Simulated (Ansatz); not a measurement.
Born–Oppenheimer molecular dynamics of BClFH3 (6 atoms, charge 0, multiplicity 1). It starts at the highest image of a converged band, a first-order saddle point between two minima.

Level of theory: RKS PBE0-D4/cc-pVDZ (Ansatz 0.2.0).

```json
{
 "ensemble": "NVE (velocity Verlet)",
 "time step": "0.5 fs",
 "steps asked": "200",
 "starting velocities drawn for": "100 K",
 "seed": "6722"
}
```

Frames 1 fs apart, positions in Å, forces in eV/Å.

Velocities at 15.0 fs (Å/ps):

```
B -1.04 -13.98 21.88
F 0.40 -2.09 -10.56
Cl -0.70 0.93 0.72
H 13.35 28.07 -5.23
H 4.70 47.14 -24.93
H 9.94 81.42 -30.88
```

```xyz
6
Properties=species:S:1:pos:R:3:forces:R:3 time_fs=15.0 energy_less_start_eV=-1.048 T=2125
B 0.098 0.193 0.120 0.05 -1.42 1.70
F 0.114 -0.146 1.517 -0.13 0.10 -1.96
Cl 1.563 -0.256 -0.798 -0.24 0.33 0.23
H -0.949 0.233 -0.480 0.12 0.11 0.20
H 0.212 1.878 0.219 0.06 0.15 0.25
H 0.189 1.592 0.956 0.14 0.72 -0.42
6
Properties=species:S:1:pos:R:3:forces:R:3 time_fs=16.0 energy_less_start_eV=-1.191 T=2402
B 0.097 0.178 0.143 0.11 -1.32 0.94
F 0.114 -0.148 1.506 -0.13 0.11 -1.52
Cl 1.562 -0.255 -0.797 -0.30 0.32 0.33
H -0.935 0.262 -0.485 0.13 0.06 0.31
H 0.217 1.926 0.195 0.08 0.29 -0.14
H 0.200 1.677 0.923 0.12 0.53 0.07
6
Properties=species:S:1:pos:R:3:forces:R:3 time_fs=17.0 energy_less_start_eV=-1.295 T=2603
B 0.096 0.163 0.166 0.16 -1.11 -0.11
F 0.115 -0.150 1.494 -0.12 0.05 -0.78
Cl 1.561 -0.254 -0.796 -0.36 0.30 0.43
H -0.920 0.291 -0.486 0.14 0.00 0.43
H 0.223 1.977 0.170 0.09 0.41 -0.57
H 0.211 1.766 0.891 0.10 0.35 0.59
6
Properties=species:S:1:pos:R:3:forces:R:3 time_fs=18.0 energy_less_start_eV=-1.355 T=2719
B 0.095 0.146 0.190 0.20 -0.80 -1.46
F 0.115 -0.152 1.482 -0.10 -0.10 0.31
Cl 1.560 -0.253 -0.795 -0.41 0.27 0.52
H -0.903 0.320 -0.483 0.13 -0.06 0.53
H 0.229 2.031 0.139 0.09 0.39 -0.66
H 0.224 1.859 0.865 0.10 0.30 0.74
6
Properties=species:S:1:pos:R:3:forces:R:3 time_fs=19.0 energy_less_start_eV=-1.369 T=2744
B 0.095 0.128 0.212 0.24 -0.38 -3.06
F 0.115 -0.154 1.470 -0.06 -0.35 1.75
Cl 1.559 -0.252 -0.794 -0.44 0.23 0.60
H -0.886 0.349 -0.475 0.08 -0.12 0.59
H 0.237 2.090 0.102 0.08 0.26 -0.24
H 0.238 1.956 0.846 0.09 0.36 0.36
6
Properties=species:S:1:pos:R:3:forces:R:3 time_fs=20.0 energy_less_start_eV=-1.324 T=2658
B 0.094 0.111 0.231 0.32 0.10 -4.79
F 0.115 -0.156 1.459 -0.01 -0.67 3.41
Cl 1.558 -0.251 -0.793 -0.45 0.17 0.65
H -0.867 0.376 -0.461 -0.01 -0.16 0.59
H 0.245 2.151 0.063 0.08 0.16 0.40
H 0.252 2.055 0.830 0.08 0.40 -0.25
6
Properties=species:S:1:pos:R:3:forces:R:3 time_fs=21.0 energy_less_start_eV=-1.241 T=2499
B 0.094 0.093 0.246 0.42 0.56 -6.41
F 0.115 -0.159 1.449 0.04 -0.99 5.08
Cl 1.557 -0.249 -0.791 -0.45 0.11 0.68
H -0.849 0.402 -0.442 -0.16 -0.17 0.50
H 0.254 2.213 0.028 0.09 0.13 0.83
H 0.268 2.158 0.811 0.05 0.36 -0.69
6
Properties=species:S:1:pos:R:3:forces:R:3 time_fs=22.0 energy_less_start_eV=-1.170 T=2363
B 0.094 0.075 0.255 0.56 0.93 -7.58
F 0.116 -0.162 1.442 0.10 -1.25 6.43
Cl 1.555 -0.248 -0.790 -0.44 0.05 0.68
H -0.832 0.427 -0.417 -0.35 -0.15 0.34
H 0.264 2.276 0.001 0.09 0.16 0.88
H 0.283 2.265 0.786 0.03 0.26 -0.75
6
Properties=species:S:1:pos:R:3:forces:R:3 time_fs=23.0 energy_less_start_eV=-1.155 T=2334
B 0.095 0.059 0.258 0.72 1.14 -7.99
F 0.116 -0.166 1.439 0.16 -1.38 7.11
Cl 1.554 -0.246 -0.788 -0.42 -0.01 0.65
H -0.819 0.450 -0.390 -0.56 -0.09 0.13
H 0.274 2.342 -0.018 0.08 0.17 0.51
H 0.299 2.374 0.755 0.02 0.18 -0.41
6
Properties=species:S:1:pos:R:3:forces:R:3 time_fs=24.0 energy_less_start_eV=-1.205 T=2432
B 0.097 0.044 0.253 0.85 1.19 -7.49
F 0.116 -0.170 1.439 0.19 -1.37 6.92
Cl 1.552 -0.245 -0.786 -0.38 -0.08 0.58
H -0.811 0.471 -0.362 -0.75 -0.03 -0.09
H 0.285 2.408 -0.033 0.05 0.12 -0.10
H 0.316 2.485 0.719 0.03 0.16 0.18
6
Properties=species:S:1:pos:R:3:forces:R:3 time_fs=25.0 energy_less_start_eV=-1.309 T=2632
B 0.099 0.029 0.242 0.87 1.16 -6.21
F 0.117 -0.175 1.442 0.21 -1.24 5.94
Cl 1.550 -0.244 -0.784 -0.32 -0.14 0.48
H -0.810 0.493 -0.334 -0.83 0.00 -0.27
H 0.297 2.476 -0.048 0.02 0.02 -0.56
H 0.332 2.598 0.685 0.05 0.21 0.62
6
Properties=species:S:1:pos:R:3:forces:R:3 time_fs=26.0 energy_less_start_eV=-1.442 T=2887
B 0.102 0.016 0.225 0.68 1.12 -4.45
F 0.117 -0.181 1.449 0.23 -1.04 4.44
Cl 1.549 -0.242 -0.781 -0.21 -0.21 0.33
H -0.817 0.515 -0.309 -0.75 -0.05 -0.36
H 0.309 2.544 -0.069 0.01 -0.02 -0.51
H 0.349 2.712 0.657 0.04 0.20 0.55
```

Of the whole run (100 fs, mean temperature of the second half 2750 K): The conserved energy stayed within 0.31 meV per atom of its start (net change -0.2 meV per atom), so the integration is sound. The system heated up, since it started high on the potential surface and ran downhill. A run of 0.1 ps of so small a system gives no equilibrium averages. The orbitals stay closed-shell, which can raise the energy where a bond breaks towards radicals; this wasn't checked here.

Run time: 5.5 min on 1 thread of Arm Neoverse V1, on a shared host, peak memory 0.11 GiB.
